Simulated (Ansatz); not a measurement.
BH2Cl (SMILES BCl): the energy, rung by rung

The species is BH2Cl (4 atoms), meant as a singlet with charge 0. SMILES: `BCl`. The shape is that of a PBE0-D4/def2-TZVP optimisation.

```xyz
4

B    -0.1167    0.0217   -0.0753
Cl    1.3650   -0.3953    0.7212
H    -1.1062   -0.5595    0.2404
H    -0.0866    0.8728   -0.9066
```

Quantity: the energy change with the B1–Cl2 bond stretched from 1.733 to 2.166 Å, in eV. The values are calculated.

```json
{"level": "SVWN5/STO-3G (restricted)", "kind": "LDA", "program": "Ansatz", "value (eV)": "1.46", "less FCI/STO-3G": "+0.16"}
{"level": "PBE/STO-3G (restricted)", "kind": "GGA", "program": "Ansatz", "value (eV)": "1.29", "less FCI/STO-3G": "-0.01"}
{"level": "revPBE/STO-3G (restricted)", "kind": "GGA", "program": "Ansatz", "value (eV)": "1.23", "less FCI/STO-3G": "-0.07"}
{"level": "r2SCAN/STO-3G (restricted)", "kind": "meta-GGA", "program": "Ansatz", "value (eV)": "1.35", "less FCI/STO-3G": "+0.05"}
{"level": "BHLYP/STO-3G (restricted)", "kind": "global hybrid", "program": "Ansatz", "value (eV)": "1.43", "less FCI/STO-3G": "+0.13"}
{"level": "CAM-B3LYP/STO-3G (restricted)", "kind": "range-separated hybrid", "program": "Ansatz", "value (eV)": "1.41", "less FCI/STO-3G": "+0.11"}
{"level": "RPA@PBE/STO-3G (restricted)", "kind": "RPA", "program": "Ansatz", "value (eV)": "1.21", "less FCI/STO-3G": "-0.09"}
{"level": "MP2/STO-3G (restricted)", "kind": "perturbation theory", "program": "Ansatz", "value (eV)": "1.41", "less FCI/STO-3G": "+0.11"}
{"level": "CCSD(T)/STO-3G (restricted)", "kind": "coupled cluster or CI", "program": "Ansatz", "value (eV)": "1.31", "less FCI/STO-3G": "+0.01"}
{"level": "FCI/STO-3G", "kind": "exact in the basis", "program": "Ansatz", "value (eV)": "1.30", "less FCI/STO-3G": "0.00"}
```

FCI/STO-3G is exact within its basis and frozen core, so for wave-function methods in that basis the difference is their error; functionals converge differently with the basis, so for them it is only a difference. The first shape isn't each level's own minimum. The values span 1.21 to 1.46 eV. All rows use very small basis sets, so even the best lies far from the true value.
